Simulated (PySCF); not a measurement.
**2 CH₃ → CH₂ + CH₄**

Level: PBE0 in the def2-TZVP basis family, all electrons, no relativity, computed in PySCF with density fitting; open shells unrestricted.

| species | state and structure | ZPE (kJ/mol) | H(298 K) − H(0) (kJ/mol) | S° (J/(mol K)) |
| --- | --- | --- | --- | --- |
| CH₃ | doublet, D3h, C–H 1.080 Å (×3) | 78.3 | 10.5 | 194.6 |
| CH₂ | triplet, C2v, C–H 1.079 Å (×2); H–C–H 134.8° | 45.5 | 10.0 | 195.3 |
| CH₄ | singlet, Td, C–H 1.090 Å (×4) | 117.5 | 10.0 | 186.2 |

Problem. Is the gas-phase reaction uphill or downhill in electronic energy at this level, and by how much?

Solution. At PBE0/def2-TZVP, ΔE = 22.3 kJ/mol, uphill. The bond broken in CH₃ is stronger than the one that a second molecule gains.

Problem. Add zero-point, thermal and entropy terms for 298.15 K and 1 bar.

Solution. ΔZPE = 6.4 and Δ[H(298) − H(0)] = -1.0 kJ/mol give ΔH° = 27.7 kJ/mol. ΔS° = -7.7 J/(mol K), so ΔG° = 27.7 − 298.15 × (-0.0077) = 30 kJ/mol and log₁₀K = -5.3.

Only the bonding shown was studied: isomers, or loss of a ligand pair, can lie lower.
